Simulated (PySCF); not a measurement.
Gas-phase reaction: HBNH + NH3 + 2 BCl3 = 3 BHCl2 + 2 NH

Computed with PySCF and rigid-rotor harmonic-oscillator thermochemistry at 1 bar. † marks an energy on the PBE0/def2-TZVP geometry and frequencies; other levels use their own. MP2 and CCSD(T) freeze the core. Open shells (unrestricted): NH (multiplicity 3); the rest are closed-shell singlets. B3LYP is the form with VWN-RPA correlation. HBNH: computed as isolated molecules; such fragments, hydroxides, amides, oligomers or adducts are transient or little studied in the gas. MP2 isn't extrapolated to the basis-set limit; its ΔH°(298 K) is 767.6 kJ in def2-SVP and 802.0 kJ in def2-TZVPP. CCSD(T) isn't extrapolated to the basis-set limit; its ΔH°(298 K) is 706.3 kJ in def2-SVP and 730.5 kJ in def2-TZVPP. The harmonic model lacks anharmonicity and excited electronic states, which grow with temperature; levels with a mode under 35 cm⁻¹ are left out.

```json
[
 {"level": "B3LYP/def2-TZVP†", "ΔE electronic, kJ": "771", "ΔH°(298 K), kJ": "735", "ΔS°(298 K), J/K": "185", "ΔG°(800 K), kJ": "587"},
 {"level": "BLYP/def2-TZVP†", "ΔE electronic, kJ": "789", "ΔH°(298 K), kJ": "752", "ΔS°(298 K), J/K": "185", "ΔG°(800 K), kJ": "604"},
 {"level": "CCSD(T)/def2-TZVPP†", "ΔE electronic, kJ": "767", "ΔH°(298 K), kJ": "730", "ΔS°(298 K), J/K": "185", "ΔG°(800 K), kJ": "583"},
 {"level": "M06-2X/def2-TZVP†", "ΔE electronic, kJ": "795", "ΔH°(298 K), kJ": "759", "ΔS°(298 K), J/K": "185", "ΔG°(800 K), kJ": "611"},
 {"level": "MP2/def2-SVP†", "ΔE electronic, kJ": "804", "ΔH°(298 K), kJ": "768", "ΔS°(298 K), J/K": "185", "ΔG°(800 K), kJ": "620"},
 {"level": "PBE/def2-SVP", "ΔE electronic, kJ": "838", "ΔH°(298 K), kJ": "802", "ΔS°(298 K), J/K": "185", "ΔG°(800 K), kJ": "653"},
 {"level": "PBE/def2-TZVP†", "ΔE electronic, kJ": "825", "ΔH°(298 K), kJ": "789", "ΔS°(298 K), J/K": "185", "ΔG°(800 K), kJ": "641"}
]
```
ΔH° is lowest at CCSD(T)/def2-TZVPP† and highest at PBE/def2-SVP. No reference value is set beside these.
